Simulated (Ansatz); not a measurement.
**SiO (SMILES O=[Si]) at CCSDT(Q)/STO-3G**

What is the energy change on altering one bond length of SiO at CCSDT(Q)/STO-3G? 

Program for the calculation: Ansatz 0.2.0.

55 further runs of the same task are left out: 15 that didn't finish, 40 set aside as unsound or not needed.

### Step 1. Starting point

The species is SiO (2 atoms), meant as a singlet with charge 0. As SMILES, `O=[Si]`. The shape is that of a PBE0-D4/def2-TZVP optimisation.

Bond lengths: O1–Si2 1.509 Å.

### Step 2. The energy at CCSDT(Q)/STO-3G

File molecule.yaml:

```yaml
crystal:
  periodic: [false, false, false]
  atoms:
    - symbol: O
      position_ang: [-0.640700, 0.231500, -0.324000]
    - symbol: Si
      position_ang: [0.640700, -0.231500, 0.324000]
basis:
  gaussian:
    orbitals: STO-3G
correlation:
  method: ccsdt_q
  frozen_orbitals: {O: 1, Si: 5}
accuracy: high
scf:
  omitted_lower_state_checks: [cluster_reference, increment]
```

Run with:

```
$ ansatz run molecule.yaml --threads 1 --pin off --max-ram 2610MiB --events-out events.jsonl --progress --plain --runs-dir runs
```

Log, shortened:

```text
Warning: RAYON_NUM_THREADS=1 ignored (pool sized by the plan → 1); use --threads N
Functional definition: HF
  name "HF"
[...]
224 factors; integrals over basis functions are off by at most 2.4e-8 eV
[...]
mean field -9779.73026266 eV, -359.3984582135 hartree, gradient 8.1e-8 eV, S^2 0.000000; 0 other end points of the search recorded, 0 dependent functions left out; unrestricted orbitals would lower it
6 core orbitals not correlated: weight in the atoms' cores, before any rotation towards them, 1.000 or more for the frozen orbitals, at most 0.000 for the correlated occupied ones
reference -9779.73026266 eV, -359.3984582135 hartree; 5, 5 occupied and 3, 3 virtual orbitals, 224 factors
second order -3.88684437 eV of doubles, -0.00000000 eV of singles
cycle   1  -2.94940788 eV  change    9.4e-1 eV  update   2.4e-1
[...]
cycle  20  -4.04764931 eV  change   6.2e-10 eV  update  7.5e-10
perturbative correction 0.04781628 eV, 0.0017572159 hartree
Total energy: -9783.73009569 eV, -359.5454493663 hartree
Checks for a lower state left out: cluster_reference, increment
```

Wall time 0.34 s (1 thread of Arm Neoverse V1, shared host).

### Step 3. The distorted shape, same level

File run.yaml:

```yaml
crystal:
  periodic: [false, false, false]
  atoms:
    - {symbol: O, position_ang: [-0.961042, 0.347247, -0.485996]}
    - {symbol: Si, position_ang: [0.640700, -0.231500, 0.324000]}
basis:
  gaussian: {orbitals: STO-3G}
correlation: {method: ccsdt_q, frozen_orbitals: {O: 1, Si: 5}}
accuracy: high
scf: {omitted_lower_state_checks: [cluster_reference, increment]}
```

Run with:

```
$ ansatz run run.yaml --threads 1 --pin off --max-ram 2610MiB --events-out events.jsonl --progress --plain --runs-dir runs
```

Log, shortened:

```text
Warning: RAYON_NUM_THREADS=1 ignored (pool sized by the plan → 1); use --threads N
Functional definition: HF
  name "HF"
[...]
224 factors; integrals over basis functions are off by at most 2.8e-8 eV
[...]
mean field -9776.03426303 eV, -359.2626327321 hartree, gradient 1.0e-8 eV, S^2 0.000000; 2 other end points of the search recorded, 0 dependent functions left out; unrestricted orbitals would lower it
6 core orbitals not correlated: weight in the atoms' cores, before any rotation towards them, 1.000 or more for the frozen orbitals, at most 0.000 for the correlated occupied ones
reference -9776.03426303 eV, -359.2626327321 hartree; 5, 5 occupied and 3, 3 virtual orbitals, 224 factors
second order -5.20959340 eV of doubles, -0.00000000 eV of singles
cycle   1  -2.28459060 eV  change     2.9e0 eV  update   5.6e-1
[...]
cycle  30  -5.79680929 eV  change   6.9e-11 eV  update  7.3e-10
perturbative correction -0.09378118 eV, -0.0034463949 hartree
Total energy: -9781.92485350 eV, -359.4791079391 hartree
Checks for a lower state left out: cluster_reference, increment
```

Wall time 0.36 s (1 thread of Arm Neoverse V1, shared host).

### Step 4. Results

Level: CCSDT(Q)/STO-3G, 6 core orbitals frozen.

```
                                                          quantity          value
                                         first shape: total energy  -359.54545 Eh
          first shape: correlation energy (6 core orbitals frozen)     -147.0 mEh
                                        first shape: T1 diagnostic          0.031
                                     distorted shape: total energy  -359.47911 Eh
      distorted shape: correlation energy (6 core orbitals frozen)     -216.5 mEh
                                    distorted shape: T1 diagnostic          0.104
energy change with the O1–Si2 bond stretched from 1.509 to 1.886 Å       1.805 eV
```

What this shows: With the O1–Si2 bond stretched from 1.509 to 1.886 Å the energy rises by 1.81 eV (174 kJ/mol). The first shape isn't relaxed at this level, so the change isn't measured from a minimum. The minimal basis adds a large error of its own. The T1 diagnostic (first shape) of 0.031 is above the customary mark for such species, so a single reference may not serve. The restricted solution (first shape) is unstable to spin breaking: an unrestricted one lies lower. The T1 diagnostic (distorted shape) of 0.104 is above the customary mark for such species, so a single reference may not serve. The restricted solution (distorted shape) is unstable to spin breaking: an unrestricted one lies lower.
